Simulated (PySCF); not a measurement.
## Complexes of ammonia

Gas-phase complexes of ammonia, each in one structure from a short search with a few starts, optimised by PBE0-D3(BJ)/def2-SVPD or PBE0-D3(BJ)/def2-TZVPD; other ways of binding may lie lower. Energies in kcal/mol, CCSD(T) at its estimated basis limit, counterpoise-corrected (PySCF): interaction is complex less parts frozen as they stand in it. Contacts are written partner···ammonia; electrostatic, Pauli and orbital are terms of the uncorrected MP2 energy, whose rest is dispersion or correlation. The CCSD(T) estimate is Hartree-Fock/aug-cc-pVQZ, plus the MP2 correlation part extrapolated as X⁻³ from aug-cc-pVTZ and aug-cc-pVQZ, plus CCSD(T) less MP2 in aug-cc-pVDZ; noble-gas cores are frozen. It isn't the exact limit.

2 other partners are left out, for which the search missed the form known or expected to bind best.

Frequency runs check only 6 of the 8 structures; these show no clear imaginary mode. 1 further partner within 0.25 kcal/mol of a listed one is not ranked.

**Question.** Order these partners of ammonia by interaction energy, strongest first: hydrogen cyanide, fluoride, formaldehyde, phosphorus trifluoride, hydroxide, Al3+, fluorosilane, chlorine monofluoride.

**Answer.** Al3+ (-239.0), fluoride (-17.8), hydroxide (-17.3), chlorine monofluoride (-11.6), fluorosilane (-9.7), hydrogen cyanide (-6.5), phosphorus trifluoride (-5.5), formaldehyde (-3.8).
```csv
partner,contact,distance (Å),interaction,electrostatic,Pauli,orbital
Al3+,Al···N,1.92,-239.0,-136.6,46.6,-150.4
fluoride,F···H,1.57,-17.8,-27.0,30.8,-19.0
hydroxide,O···H,1.64,-17.3,-29.1,35.2,-20.8
chlorine monofluoride,Cl···N,2.21,-11.6,-41.6,65.2,-28.4
fluorosilane,Si···N,2.40,-9.7,-31.8,42.3,-14.8
hydrogen cyanide,H···N,2.05,-6.5,-12.2,11.0,-4.3
phosphorus trifluoride,P···N,2.63,-5.5,-21.3,27.6,-8.8
formaldehyde,O···H,2.29,-3.8,-6.0,5.3,-1.3
```

Multiply charged ions in the gas phase bind far more strongly than in solution.
